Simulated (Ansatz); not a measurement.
Basis-set series for FH4PSi, SMILES `F[SiH2]P`. The species carries charge 0 and has multiplicity 1. Geometry: relaxed with PBE0-D4/def2-TZVP. It is one conformer, not always the lowest.

| functional | basis | functions | energy (Eh) | HOMO (eV) | LUMO (eV) |
| --- | --- | --- | --- | --- | --- |
| PBE0-D4 | def2-TZVPP | 171 | -732.87149 | -7.87 | -0.18 |
| PBE0-D4 | def2-QZVPP | 317 | -732.89824 | -7.88 | -0.31 |
| ωB97M-V | def2-TZVPP | 171 | -733.14002 | -9.96 | 1.63 |
| ωB97M-V | def2-QZVPP | 317 | -733.16515 | -9.98 | 1.31 |

Problem. Give the rows for def2-SVP. (Best estimate.)

Solution. Computed: 
```tsv
functional	basis	functions	energy (Eh)	HOMO (eV)	LUMO (eV)
PBE0-D4	def2-SVP	70	-732.51559	-7.82	0.24
ωB97M-V	def2-SVP	70	-732.78044	-9.87	2.23
```

Positive LUMOs are unbound and depend on the basis.
